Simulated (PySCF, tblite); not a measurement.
# C2F6: bond homolysis, part 3 of 3

tblite 0.8.0 and PySCF 2.14.0. Atoms count from 0.

### Step 22. Bond homolysis: r2SCAN-D3(BJ)/def2-TZVP

This step combines the energies above: geometries from PBE0-D3(BJ)/def2-SVP, zero-point and thermal terms from PBE0-D3(BJ)/def2-SVP.

The job: settings as JSON, then the geometry in Å.

```
{"job": {"kind": "bd", "cap": 6, "geom": {"xc": "PBE0", "basis": "def2-SVP", "d3": "d3bj", "grid": 1}, "hess": 1, "level": {"xc": "r2SCAN", "basis": "def2-TZVP", "d3": "d3bj", "grid": 3}}, "charge": 0, "multiplicity": 1}
F      1.383467    -0.306134    -1.023454
C      0.759228    -0.075156     0.120415
F      1.238661     1.034237     0.660295
F      0.974942    -1.088118     0.944775
C     -0.754706     0.079559    -0.132677
F     -0.971293     1.107833    -0.937491
F     -1.230251    -1.020279    -0.695040
F     -1.381933     0.286881     1.014046
```

Output (the driver's rows laid out field by field):

```text
homolysis bond by bond, r2SCAN-D3(BJ)/def2-TZVP // PBE0-D3(BJ)/def2-SVP

row 1
  atoms                   0 1
  elements                F C
  length                  1.3234
  fragments               formula F, charge 0, multiplicity 2, smiles [F], kept yes, pieces 1; formula C2F5, charge 0, multiplicity 2, smiles F[C](F)C(F)(F)F, kept yes, pieces 1, point_group Cs, largest_spin C 0.795
  electronic              517.21
  zero_kelvin             504.07
  enthalpy                508.77
  free_energy             458.28

row 2
  atoms                   1 4
  elements                C C
  length                  1.5427
  fragments               formula CF3, charge 0, multiplicity 2, smiles F[C](F)F, kept yes, pieces 1, point_group C3v, largest_spin C 0.775; formula CF3, charge 0, multiplicity 2, smiles F[C](F)F, kept yes, pieces 1, point_group C3v, largest_spin C 0.775
  electronic              382.05
  zero_kelvin             368.62
  enthalpy                371.42
  free_energy             311.77
```

It took 93 s on 1 thread of Intel Xeon Platinum 8259CL at 2.50GHz, shared host.

Dissociation energies (kJ/mol, gas phase, 298 K for the thermal columns):

| bond | fragments | electronic | enthalpy | free energy |
| --- | --- | --- | --- | --- |
| F0–C1 | [F] + F[C](F)C(F)(F)F | 517.2 | 508.8 | 458.3 |
| C1–C4 | F[C](F)F + F[C](F)F | 382.1 | 371.4 | 311.8 |

### Step 23. Single point (C₂F₆): TPSS/pcseg-1

Geometry: PBE0-D3(BJ)/def2-SVP.

The job: settings as JSON, then the geometry in Å.

```
{"job": {"kind": "sp", "xc": "TPSS", "basis": "pcseg-1", "grid": 3, "scf": {"guess": "1e", "max_cycle": 100, "fallback": true}}, "charge": 0, "multiplicity": 1}
F      1.383467    -0.306134    -1.023454
C      0.759228    -0.075156     0.120415
F      1.238661     1.034237     0.660295
F      0.974942    -1.088118     0.944775
C     -0.754706     0.079559    -0.132677
F     -0.971293     1.107833    -0.937491
F     -1.230251    -1.020279    -0.695040
F     -1.381933     0.286881     1.014046
```

Standard output:

```text
final grid: 113808 points
cycle   1  E = -633.7986443302  dE = -8.596e+00  |g| = 1.162e+01  |ddm| = 7.374e+01
cycle   2  E = -614.6199295434  dE =  1.918e+01  |g| = 1.254e+01  |ddm| = 7.350e+01
cycle   3  E = -664.3622357955  dE = -4.974e+01  |g| = 6.923e+00  |ddm| = 1.222e+01
cycle   4  E = -674.0786364336  dE = -9.716e+00  |g| = 2.469e+00  |ddm| = 6.779e+00
cycle   5  E = -674.0684330859  dE =  1.020e-02  |g| = 2.650e+00  |ddm| = 3.014e+00
cycle   6  E = -675.1828126502  dE = -1.114e+00  |g| = 2.062e-01  |ddm| = 1.545e+00
cycle   7  E = -675.1852486448  dE = -2.436e-03  |g| = 1.931e-01  |ddm| = 3.006e-01
cycle   8  E = -675.1912514354  dE = -6.003e-03  |g| = 5.664e-02  |ddm| = 1.550e-01
cycle   9  E = -675.1916727542  dE = -4.213e-04  |g| = 2.194e-02  |ddm| = 3.827e-02
cycle  10  E = -675.1917468051  dE = -7.405e-05  |g| = 6.738e-03  |ddm| = 1.944e-02
cycle  11  E = -675.1917547015  dE = -7.896e-06  |g| = 1.661e-03  |ddm| = 5.634e-03
cycle  12  E = -675.1917551293  dE = -4.278e-07  |g| = 4.437e-04  |ddm| = 1.152e-03
cycle  13  E = -675.1917551609  dE = -3.169e-08  |g| = 9.256e-05  |ddm| = 3.126e-04
cycle  14  E = -675.1917551613  dE = -3.895e-10  |g| = 7.700e-05  |ddm| = 1.027e-04
converged SCF energy = -675.1917551613
```

It took 19 s on 1 thread of Intel Xeon Platinum 8259CL at 2.50GHz, shared host.

### Step 24. Single point (F radical): TPSS/pcseg-1

Geometry: atom.

The job: settings as JSON, then the geometry in Å.

```
{"job": {"kind": "sp", "xc": "TPSS", "basis": "pcseg-1", "grid": 3, "scf": {"guess": "1e", "max_cycle": 100, "fallback": true}}, "charge": 0, "multiplicity": 2}
F      0.000000     0.000000     0.000000
```

Standard output:

```text
final grid: 14264 points
cycle   1  E = -96.8445940147  dE = -9.511e-01  |g| = 2.780e+00  |ddm| = 3.728e+00
cycle   2  E = -98.3262901904  dE = -1.482e+00  |g| = 1.755e+00  |ddm| = 2.759e+00
cycle   3  E = -99.7076471016  dE = -1.381e+00  |g| = 6.466e-02  |ddm| = 1.369e+00
cycle   4  E = -99.7089670425  dE = -1.320e-03  |g| = 6.027e-03  |ddm| = 3.338e-02
cycle   5  E = -99.7089791146  dE = -1.207e-05  |g| = 2.073e-04  |ddm| = 3.614e-03
cycle   6  E = -99.7089791296  dE = -1.501e-08  |g| = 2.866e-05  |ddm| = 1.188e-04
cycle   7  E = -99.7089791299  dE = -3.282e-10  |g| = 1.635e-06  |ddm| = 2.376e-05
converged SCF energy = -99.7089791299
```

Wall time 0.42 s (1 thread of Intel Xeon Platinum 8259CL at 2.50GHz, shared host).

### Step 25. Single point (C₂F₅ radical): TPSS/pcseg-1

Geometry: PBE0-D3(BJ)/def2-SVP.

The job: settings as JSON, then the geometry in Å.

```
{"job": {"kind": "sp", "xc": "TPSS", "basis": "pcseg-1", "grid": 3, "scf": {"guess": "1e", "max_cycle": 100, "fallback": true}}, "charge": 0, "multiplicity": 2}
C      0.533867    -0.505312     0.212029
F      1.393826    -0.010454     1.069005
F      0.154839    -1.719237     0.527522
C     -0.600355     0.428336    -0.141687
F     -0.113048     1.575113    -0.594034
F     -1.362672    -0.125622    -1.073655
F     -1.364751     0.691701     0.921069
```

Standard output:

```text
final grid: 99552 points
cycle   1  E = -492.3866305820  dE =  4.436e+01  |g| = 8.060e+00  |ddm| = 5.669e+01
cycle   2  E = -435.8916582705  dE =  5.649e+01  |g| = 9.089e+00  |ddm| = 5.637e+01
cycle   3  E = -569.1325915051  dE = -1.332e+02  |g| = 3.792e+00  |ddm| = 1.070e+01
cycle   4  E = -570.1474712724  dE = -1.015e+00  |g| = 3.805e+00  |ddm| = 5.445e+00
cycle   5  E = -575.0666495807  dE = -4.919e+00  |g| = 7.325e-01  |ddm| = 4.179e+00
cycle   6  E = -575.1132191438  dE = -4.657e-02  |g| = 7.060e-01  |ddm| = 1.091e+00
cycle   7  E = -575.2777667520  dE = -1.645e-01  |g| = 1.813e-01  |ddm| = 5.128e-01
cycle   8  E = -575.2875739512  dE = -9.807e-03  |g| = 8.050e-02  |ddm| = 1.753e-01
cycle   9  E = -575.2894647612  dE = -1.891e-03  |g| = 3.383e-02  |ddm| = 5.954e-02
cycle  10  E = -575.2897660065  dE = -3.012e-04  |g| = 1.494e-02  |ddm| = 2.143e-02
cycle  11  E = -575.2898402596  dE = -7.425e-05  |g| = 5.410e-03  |ddm| = 1.602e-02
cycle  12  E = -575.2898473237  dE = -7.064e-06  |g| = 3.166e-03  |ddm| = 5.049e-03
cycle  13  E = -575.2898506007  dE = -3.277e-06  |g| = 4.494e-04  |ddm| = 2.200e-03
cycle  14  E = -575.2898506690  dE = -6.832e-08  |g| = 1.032e-04  |ddm| = 3.804e-04
cycle  15  E = -575.2898506731  dE = -4.085e-09  |g| = 4.097e-05  |ddm| = 1.095e-04
converged SCF energy = -575.2898506731
```

It took 24 s on 1 thread of Intel Xeon Platinum 8259CL at 2.50GHz, shared host.

### Step 26. Single point (CF₃ radical): TPSS/pcseg-1

Geometry: PBE0-D3(BJ)/def2-SVP.

The job: settings as JSON, then the geometry in Å.

```
{"job": {"kind": "sp", "xc": "TPSS", "basis": "pcseg-1", "grid": 3, "scf": {"guess": "1e", "max_cycle": 100, "fallback": true}}, "charge": 0, "multiplicity": 2}
F      1.020650    -1.318153     0.480943
C      0.805565    -0.078111     0.114882
F      1.424758     0.205096    -1.004772
F      1.125673     0.765546     1.065306
```

Standard output:

```text
final grid: 56904 points
cycle   1  E = -312.0995883348  dE =  6.940e+00  |g| = 6.450e+00  |ddm| = 1.279e+01
cycle   2  E = -324.5358896701  dE = -1.244e+01  |g| = 4.952e+00  |ddm| = 1.178e+01
cycle   3  E = -337.4158492202  dE = -1.288e+01  |g| = 4.590e-01  |ddm| = 4.229e+00
cycle   4  E = -337.5132652587  dE = -9.742e-02  |g| = 1.674e-01  |ddm| = 5.772e-01
cycle   5  E = -337.5240762742  dE = -1.081e-02  |g| = 7.659e-02  |ddm| = 2.378e-01
cycle   6  E = -337.5263455613  dE = -2.269e-03  |g| = 1.565e-02  |ddm| = 5.290e-02
cycle   7  E = -337.5264224956  dE = -7.693e-05  |g| = 6.713e-03  |ddm| = 7.293e-03
cycle   8  E = -337.5264350097  dE = -1.251e-05  |g| = 3.380e-03  |ddm| = 3.848e-03
cycle   9  E = -337.5264384807  dE = -3.471e-06  |g| = 1.067e-03  |ddm| = 2.183e-03
cycle  10  E = -337.5264388678  dE = -3.871e-07  |g| = 6.192e-05  |ddm| = 6.907e-04
cycle  11  E = -337.5264388692  dE = -1.422e-09  |g| = 1.168e-05  |ddm| = 4.922e-05
converged SCF energy = -337.5264388692
```

Run time: 5.8 s. Hardware: 1 thread of Intel Xeon Platinum 8259CL at 2.50GHz, shared host.

### Step 27. Bond homolysis: TPSS/pcseg-1

This step combines the energies above: geometries from PBE0-D3(BJ)/def2-SVP, zero-point and thermal terms from PBE0-D3(BJ)/def2-SVP.

The job: settings as JSON, then the geometry in Å.

```
{"job": {"kind": "bd", "cap": 6, "geom": {"xc": "PBE0", "basis": "def2-SVP", "d3": "d3bj", "grid": 1}, "hess": 1, "level": {"xc": "TPSS", "basis": "pcseg-1", "grid": 3, "scf": {"guess": "1e", "max_cycle": 100, "fallback": true}}}, "charge": 0, "multiplicity": 1}
F      1.383467    -0.306134    -1.023454
C      0.759228    -0.075156     0.120415
F      1.238661     1.034237     0.660295
F      0.974942    -1.088118     0.944775
C     -0.754706     0.079559    -0.132677
F     -0.971293     1.107833    -0.937491
F     -1.230251    -1.020279    -0.695040
F     -1.381933     0.286881     1.014046
```

Output (the driver's rows laid out field by field):

```text
homolysis bond by bond, TPSS/pcseg-1 // PBE0-D3(BJ)/def2-SVP

row 1
  atoms                   0 1
  elements                F C
  length                  1.3234
  fragments               formula F, charge 0, multiplicity 2, smiles [F], kept yes, pieces 1; formula C2F5, charge 0, multiplicity 2, smiles F[C](F)C(F)(F)F, kept yes, pieces 1, point_group Cs, largest_spin C 0.765
  electronic              506.53
  zero_kelvin             493.38
  enthalpy                498.09
  free_energy             447.6

row 2
  atoms                   1 4
  elements                C C
  length                  1.5427
  fragments               formula CF3, charge 0, multiplicity 2, smiles F[C](F)F, kept yes, pieces 1, point_group C3v, largest_spin C 0.748; formula CF3, charge 0, multiplicity 2, smiles F[C](F)F, kept yes, pieces 1, point_group C3v, largest_spin C 0.748
  electronic              364.62
  zero_kelvin             351.19
  enthalpy                354.0
  free_energy             294.34
```

Wall time 50 s (1 thread of Intel Xeon Platinum 8259CL at 2.50GHz, shared host).

Dissociation energies (kJ/mol, gas phase, 298 K for the thermal columns):

| bond | fragments | electronic | enthalpy | free energy |
| --- | --- | --- | --- | --- |
| F0–C1 | [F] + F[C](F)C(F)(F)F | 506.5 | 498.1 | 447.6 |
| C1–C4 | F[C](F)F + F[C](F)F | 364.6 | 354.0 | 294.3 |

### Step 28. Single point (C2F6): B3LYP/def2-TZVP

Geometry: PBE0-D3(BJ)/def2-SVP.

The job: settings as JSON, then the geometry in Å.

```
{"job": {"kind": "sp", "xc": "B3LYP", "basis": "def2-TZVP", "grid": 2}, "charge": 0, "multiplicity": 1}
F      1.383467    -0.306134    -1.023454
C      0.759228    -0.075156     0.120415
F      1.238661     1.034237     0.660295
F      0.974942    -1.088118     0.944775
C     -0.754706     0.079559    -0.132677
F     -0.971293     1.107833    -0.937491
F     -1.230251    -1.020279    -0.695040
F     -1.381933     0.286881     1.014046
```

Standard output:

```text
coarse grid: 8688 points
cycle   1  E = -675.3048024125  dE =  1.601e+00  |g| = 1.306e+00  |ddm| = 2.503e+00
cycle   2  E = -674.8262095279  dE =  4.786e-01  |g| = 2.273e+00  |ddm| = 1.422e+00
cycle   3  E = -675.5659260406  dE = -7.397e-01  |g| = 3.588e-02  |ddm| = 8.790e-01
cycle   4  E = -675.5661023660  dE = -1.763e-04  |g| = 1.447e-02  |ddm| = 3.717e-02
cycle   5  E = -675.5661304427  dE = -2.808e-05  |g| = 2.144e-03  |ddm| = 9.669e-03
cycle   6  E = -675.5661312018  dE = -7.591e-07  |g| = 5.738e-04  |ddm| = 1.801e-03
final grid: 92040 points
cycle   7  E = -675.5743997010  dE = -8.858e-05  |g| = 4.693e-03  |ddm| = 4.197e-02
cycle   8  E = -675.5743967334  dE =  2.968e-06  |g| = 6.457e-03  |ddm| = 4.078e-03
cycle   9  E = -675.5744022113  dE = -5.478e-06  |g| = 5.051e-04  |ddm| = 2.485e-03
cycle  10  E = -675.5744022495  dE = -3.823e-08  |g| = 1.608e-04  |ddm| = 3.765e-04
cycle  11  E = -675.5744022540  dE = -4.438e-09  |g| = 1.603e-05  |ddm| = 1.163e-04
converged SCF energy = -675.5744022540
```

Run time: 13 s. Hardware: 1 thread of Intel Xeon Platinum 8259CL at 2.50GHz, shared host; peak memory 0.94 GiB.

### Step 29. Single point (F radical): B3LYP/def2-TZVP

Geometry: atom.

The job: settings as JSON, then the geometry in Å.

```
{"job": {"kind": "sp", "xc": "B3LYP", "basis": "def2-TZVP", "grid": 2}, "charge": 0, "multiplicity": 2}
F      0.000000     0.000000     0.000000
```

Standard output:

```text
coarse grid: 1088 points
cycle   1  E = -99.7646913947  dE = -8.747e-02  |g| = 1.209e-01  |ddm| = 4.761e-01
cycle   2  E = -99.7683690214  dE = -3.678e-03  |g| = 2.087e-02  |ddm| = 5.210e-02
cycle   3  E = -99.7684347858  dE = -6.576e-05  |g| = 1.720e-02  |ddm| = 1.588e-02
cycle   4  E = -99.7685126508  dE = -7.786e-05  |g| = 2.071e-03  |ddm| = 7.628e-03
cycle   5  E = -99.7685143002  dE = -1.649e-06  |g| = 2.161e-04  |ddm| = 1.274e-03
final grid: 11608 points
cycle   6  E = -99.7701523225  dE = -9.506e-07  |g| = 2.368e-04  |ddm| = 1.322e-03
cycle   7  E = -99.7701523249  dE = -2.478e-09  |g| = 1.770e-04  |ddm| = 1.407e-04
cycle   8  E = -99.7701523328  dE = -7.839e-09  |g| = 3.388e-05  |ddm| = 8.409e-05
converged SCF energy = -99.7701523328
```

Run time: 0.23 s. Hardware: 1 thread of Intel Xeon Platinum 8259CL at 2.50GHz, shared host.

### Step 30. Single point (C2F5 radical): B3LYP/def2-TZVP

Geometry: PBE0-D3(BJ)/def2-SVP.

The job: settings as JSON, then the geometry in Å.

```
{"job": {"kind": "sp", "xc": "B3LYP", "basis": "def2-TZVP", "grid": 2}, "charge": 0, "multiplicity": 2}
C      0.533867    -0.505312     0.212029
F      1.393826    -0.010454     1.069005
F      0.154839    -1.719237     0.527522
C     -0.600355     0.428336    -0.141687
F     -0.113048     1.575113    -0.594034
F     -1.362672    -0.125622    -1.073655
F     -1.364751     0.691701     0.921069
```

Standard output:

```text
coarse grid: 7608 points
cycle   1  E = -575.4019379715  dE =  1.332e+00  |g| = 8.037e-01  |ddm| = 1.755e+00
cycle   2  E = -575.0234067645  dE =  3.785e-01  |g| = 1.407e+00  |ddm| = 9.129e-01
cycle   3  E = -575.6036687089  dE = -5.803e-01  |g| = 5.331e-02  |ddm| = 5.568e-01
cycle   4  E = -575.6040355990  dE = -3.669e-04  |g| = 4.618e-02  |ddm| = 5.295e-02
cycle   5  E = -575.6046376061  dE = -6.020e-04  |g| = 9.320e-03  |ddm| = 2.327e-02
cycle   6  E = -575.6046661783  dE = -2.857e-05  |g| = 2.124e-03  |ddm| = 6.871e-03
cycle   7  E = -575.6046683031  dE = -2.125e-06  |g| = 1.271e-03  |ddm| = 2.520e-03
final grid: 80440 points
cycle   8  E = -575.6121436680  dE = -7.460e-05  |g| = 3.267e-03  |ddm| = 2.476e-02
cycle   9  E = -575.6121403516  dE =  3.316e-06  |g| = 4.668e-03  |ddm| = 3.154e-03
cycle  10  E = -575.6121461801  dE = -5.828e-06  |g| = 3.527e-04  |ddm| = 1.940e-03
cycle  11  E = -575.6121462160  dE = -3.597e-08  |g| = 1.296e-04  |ddm| = 2.682e-04
cycle  12  E = -575.6121462209  dE = -4.862e-09  |g| = 4.014e-05  |ddm| = 8.561e-05
converged SCF energy = -575.6121462209
```

Wall time 18 s (1 thread of Intel Xeon Platinum 8259CL at 2.50GHz, shared host); peak memory 0.82 GiB.

### Step 31. Single point (CF3 radical): B3LYP/def2-TZVP

Geometry: PBE0-D3(BJ)/def2-SVP.

The job: settings as JSON, then the geometry in Å.

```
{"job": {"kind": "sp", "xc": "B3LYP", "basis": "def2-TZVP", "grid": 2}, "charge": 0, "multiplicity": 2}
F      1.020650    -1.318153     0.480943
C      0.805565    -0.078111     0.114882
F      1.424758     0.205096    -1.004772
F      1.125673     0.765546     1.065306
```

Standard output:

```text
coarse grid: 4344 points
cycle   1  E = -337.5987161564  dE =  7.015e-01  |g| = 5.958e-01  |ddm| = 1.425e+00
cycle   2  E = -337.4268971113  dE =  1.718e-01  |g| = 9.836e-01  |ddm| = 7.614e-01
cycle   3  E = -337.7121452890  dE = -2.852e-01  |g| = 3.254e-02  |ddm| = 3.906e-01
cycle   4  E = -337.7124916216  dE = -3.463e-04  |g| = 1.458e-02  |ddm| = 3.129e-02
cycle   5  E = -337.7125713357  dE = -7.971e-05  |g| = 2.551e-03  |ddm| = 1.950e-02
cycle   6  E = -337.7125754929  dE = -4.157e-06  |g| = 8.311e-04  |ddm| = 2.884e-03
final grid: 46024 points
cycle   7  E = -337.7163218064  dE = -4.349e-05  |g| = 1.527e-03  |ddm| = 1.668e-02
cycle   8  E = -337.7163216302  dE =  1.762e-07  |g| = 1.610e-03  |ddm| = 1.308e-03
cycle   9  E = -337.7163222507  dE = -6.205e-07  |g| = 3.607e-04  |ddm| = 7.035e-04
cycle  10  E = -337.7163222880  dE = -3.733e-08  |g| = 9.686e-05  |ddm| = 2.104e-04
cycle  11  E = -337.7163222911  dE = -3.069e-09  |g| = 2.798e-05  |ddm| = 6.923e-05
converged SCF energy = -337.7163222911
```

Run time: 4.2 s. Hardware: 1 thread of Intel Xeon Platinum 8259CL at 2.50GHz, shared host.

### Step 32. Bond homolysis: B3LYP/def2-TZVP

This step combines the energies above: geometries from PBE0-D3(BJ)/def2-SVP, zero-point and thermal terms from PBE0-D3(BJ)/def2-SVP.

The job: settings as JSON, then the geometry in Å.

```
{"job": {"kind": "bd", "cap": 6, "geom": {"xc": "PBE0", "basis": "def2-SVP", "d3": "d3bj", "grid": 1}, "hess": 1, "level": {"xc": "B3LYP", "basis": "def2-TZVP", "grid": 2}}, "charge": 0, "multiplicity": 1}
F      1.383467    -0.306134    -1.023454
C      0.759228    -0.075156     0.120415
F      1.238661     1.034237     0.660295
F      0.974942    -1.088118     0.944775
C     -0.754706     0.079559    -0.132677
F     -0.971293     1.107833    -0.937491
F     -1.230251    -1.020279    -0.695040
F     -1.381933     0.286881     1.014046
```

Output (the driver's rows laid out field by field):

```text
homolysis bond by bond, B3LYP/def2-TZVP // PBE0-D3(BJ)/def2-SVP

row 1
  atoms                   0 1
  elements                F C
  length                  1.3234
  fragments               formula F, charge 0, multiplicity 2, smiles [F], kept yes, pieces 1; formula C2F5, charge 0, multiplicity 2, smiles F[C](F)C(F)(F)F, kept yes, pieces 1, point_group Cs, largest_spin C 0.783
  electronic              504.37
  zero_kelvin             491.22
  enthalpy                495.93
  free_energy             445.44

row 2
  atoms                   1 4
  elements                C C
  length                  1.5427
  fragments               formula CF3, charge 0, multiplicity 2, smiles F[C](F)F, kept yes, pieces 1, point_group C3v, largest_spin C 0.761; formula CF3, charge 0, multiplicity 2, smiles F[C](F)F, kept yes, pieces 1, point_group C3v, largest_spin C 0.761
  electronic              372.18
  zero_kelvin             358.75
  enthalpy                361.56
  free_energy             301.9
```

It took 36 s on 1 thread of Intel Xeon Platinum 8259CL at 2.50GHz, shared host.

Dissociation energies (kJ/mol, gas phase, 298 K for the thermal columns):

| bond | fragments | electronic | enthalpy | free energy |
| --- | --- | --- | --- | --- |
| F0–C1 | [F] + F[C](F)C(F)(F)F | 504.4 | 495.9 | 445.4 |
| C1–C4 | F[C](F)F + F[C](F)F | 372.2 | 361.6 | 301.9 |

### Step 33. Outcome

The summary covers parts 1 to 3.

| quantity | value |
| --- | --- |
| strongest single infrared mode (GFN2-xTB) | 1138 cm⁻¹, 603 km/mol |
| zero-point energy (GFN2-xTB) | 16.5 kcal/mol |
| point group | D3d |
| rotational constants (main isotopes) | 2.86, 1.86, 1.86 GHz |
| bond enthalpy (ΔH), F0–C1 (M06-2X/def2-TZVP) | 526.0 kJ/mol |
| bond enthalpy (ΔH), C1–C4 (M06-2X/def2-TZVP) | 402.9 kJ/mol |
| bond enthalpy (ΔH), F0–C1 (r2SCAN-D3(BJ)/def2-TZVP) | 508.8 kJ/mol |
| bond enthalpy (ΔH), C1–C4 (r2SCAN-D3(BJ)/def2-TZVP) | 371.4 kJ/mol |
| bond enthalpy (ΔH), F0–C1 (TPSS/pcseg-1) | 498.1 kJ/mol |
| bond enthalpy (ΔH), C1–C4 (TPSS/pcseg-1) | 354.0 kJ/mol |
| bond enthalpy (ΔH), F0–C1 (B3LYP/def2-TZVP) | 495.9 kJ/mol |
| bond enthalpy (ΔH), C1–C4 (B3LYP/def2-TZVP) | 361.6 kJ/mol |

**Reading.** All 18 modes are real, so the xTB geometry is a minimum. Unscaled tight-binding wavenumbers are off by several per cent, some by more. Its intensities can rank the bands wrongly. Over 3 steps the energy fell by 0.020 eV; of the close pairs, C1–C4 changed most, 1.559 to 1.543 Å (PBE0/def2-SVP). At M06-2X/def2-TZVP the bond enthalpy (ΔH) runs from 402.9 kJ/mol (C1–C4) to 526.0 kJ/mol (F0–C1). At r2SCAN-D3(BJ)/def2-TZVP the bond enthalpy (ΔH) runs from 371.4 kJ/mol (C1–C4) to 508.8 kJ/mol (F0–C1). At TPSS/pcseg-1 the bond enthalpy (ΔH) runs from 354.0 kJ/mol (C1–C4) to 498.1 kJ/mol (F0–C1). At B3LYP/def2-TZVP the bond enthalpy (ΔH) runs from 361.6 kJ/mol (C1–C4) to 495.9 kJ/mol (F0–C1).
